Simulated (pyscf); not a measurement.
A first-order saddle from PySCF, ωB97X-D3(BJ)/def2-SVP:

```xyz
6

B     -2.2330    -0.3544    -0.4237
N     -3.3074    -0.3719     0.1915
H     -0.9288    -0.7790    -0.9082
H     -4.1766    -0.3849     0.6895
Cl     0.3859    -0.3237    -1.9398
H     -1.1686     0.1013    -1.3046
```
Charge 0, spin multiplicity 1.

Surface: singlet, charge 0. Lowest wavenumbers (cm⁻¹): 2554i, 140, 205, 364, 594.

Task: Name the species on either side of this saddle.

Result: HB=NH + HCl <-> HB=NH + HCl, a four-centre exchange read from left to right: B–H, Cl–H broken and B–H, Cl–H formed. At CCSD(T)/def2-TZVPP + ΔMP2(QZVPP) it lies +3.08 eV from the left side and +3.08 eV from the right (each side as separated species at their lowest minima found). The same reactants have a lower exit, to H₂N–BH–Cl (barrier +0.58 eV at ωB97M-D3(BJ), against +3.04 eV here). Another saddle between the same species, by other bonds, lies lower (1.53 eV against 3.04 eV at ωB97M-D3(BJ)). The CCSD(T) − MP2 part came from Ansatz, without density fitting, on the same reference.
